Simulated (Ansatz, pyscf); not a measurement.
`[CH2]=[CH2]` + `[OH2]` → `[CH3][CH2][OH]`, an addition across a multiple bond or ene-type step on the singlet surface: H–O broken, C–O, C–H formed. Structures and frequencies: ωB97X-D3(BJ)/def2-SVP in PySCF. Wave-function energies: Ansatz (a first-principles code), frozen core, RHF or UHF references. In kcal/mol, from the separated reactants.

Cost: rough CPU time of the saddle's run relative to CCSD(T)/cc-pV(D+d)Z, from one job on a shared machine, with the HF step and its search for lower states.

| level | barrier | reaction energy | cost |
|---|---|---|---|
| B3LYP-D3(BJ)/def2-TZVP | 52.22 | -15.98 | – |
| r²SCAN/def2-TZVP | 47.57 | -18.77 | – |
| CCSD(T)/cc-pV(D+d)Z | 55.32 | -17.38 | 1 |
| CCSDT(Q)/cc-pV(D+d)Z | [?] | [?] | 100 |
| CCSD(T)/cc-pV(T+d)Z | 55.98 | -15.28 | 6 |
| CCSD(T)/cc-pV(Q+d)Z | [?] | -14.63 | – |

**Question.** What belongs in the gaps?

**Answer.** 
- CCSDT(Q)/cc-pV(D+d)Z, barrier: 55.00
- CCSDT(Q)/cc-pV(D+d)Z, reaction energy: -17.21
- CCSD(T)/cc-pV(Q+d)Z, barrier: 56.66

In cc-pV(D+d)Z, going from CCSD(T) to CCSDT(Q) shifts the barrier by -0.33 and the reaction energy by +0.17 kcal/mol. With HF in the quadruple-zeta basis and the correlation energy extrapolated as X⁻³ from X = 3, 4, CCSD(T) gives 56.54 and -14.70; adding the double-zeta shift gives ΔE‡ = 56.22 and ΔE = -14.53 kcal/mol, without core correlation, relativity or geometry relaxation at these levels. One saddle was located; it need not be the lowest between these sides. The CCSD(T) − MP2 part came from Ansatz, without density fitting, on the same reference.
